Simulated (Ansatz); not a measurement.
# Worked example: vertical ionisation energy of BHF2 (SMILES FBF)

BHF2: 4 atoms, total charge 0, spin state singlet. As SMILES, `FBF`. Geometry: relaxed at PBE0-D4/def2-TZVP.

```xyz
4

F     1.1543    0.4569   -0.3619
B    -0.0019   -0.0310    0.0252
F    -1.0954    0.5287   -0.4389
H    -0.0570   -0.9546    0.7756
```

Both states at this one shape; open shells run unrestricted unless said. 1 Eh = 27.2114 eV.

```
                                  level  program  singlet BHF2 (Eh)  doublet [BHF2]+ (Eh)
                               HF/3-21G   Ansatz        -223.059760           -222.536577
                           SVWN5/STO-3G   Ansatz        -220.445768           -220.076936
                       SVWN5/def2-TZVPP   Ansatz        -223.798053           -223.295944
CCSD(T)/pcseg-0, 3 core orbitals frozen   Ansatz        -223.915287           -223.396436
```

Problem. Work out the vertical ionisation energy at each level.

Solution. 
1. HF/3-21G: -222.536577 − (-223.059760) = 0.523183 Eh = 14.24 eV.
2. SVWN5/STO-3G: -220.076936 − (-220.445768) = 0.368832 Eh = 10.04 eV.
3. SVWN5/def2-TZVPP: -223.295944 − (-223.798053) = 0.502109 Eh = 13.66 eV.
4. CCSD(T)/pcseg-0: -223.396436 − (-223.915287) = 0.518851 Eh = 14.12 eV.

No measured value is set beside it here; the levels span 10.04 to 14.24 eV. Minimal sets are far from the basis-set limit.
